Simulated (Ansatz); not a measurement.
The cluster MgO₂H₂. Charge 0, multiplicity 1. Geometry B3LYP-D4/def2-TZVP, basis def2-TZVP, Ansatz.

```csv
atom,x (Å),y (Å),z (Å)
Mg1,0.500,-0.483,0.633
O2,0.120,1.303,0.140
O3,-0.316,0.408,-1.006
H4,-1.224,0.702,-1.154
H5,0.920,-1.929,1.387
```

| run | HOMO (eV) | LUMO (eV) |
| --- | --- | --- |
| A | -7.34 | -0.48 |
| B | -5.92 | -1.35 |
| C | -7.10 | -0.84 |
| D | -5.56 | -1.76 |

B3LYP takes the VWN-RPA correlation. The structure holds 1 bond(s) between oxygen atoms. Another isomer (singlet) lies 4.31 eV lower at PBE0-D4/def2-TZVP; other spin states weren't run for this one.

Task: The runs used B3LYP, PBE, PBE0, r2SCAN. Estimate which is which.

Result: A PBE0 (25 % exact exchange); B r2SCAN (0 % exact exchange); C B3LYP (20 % exact exchange); D PBE (0 % exact exchange). Exact exchange lowers occupied and raises empty levels; among semilocal functionals meta-GGAs tend to open the gap a little, and such runs are hard to tell apart. The gap grows from 3.80 eV (PBE) to 6.86 eV (PBE0).
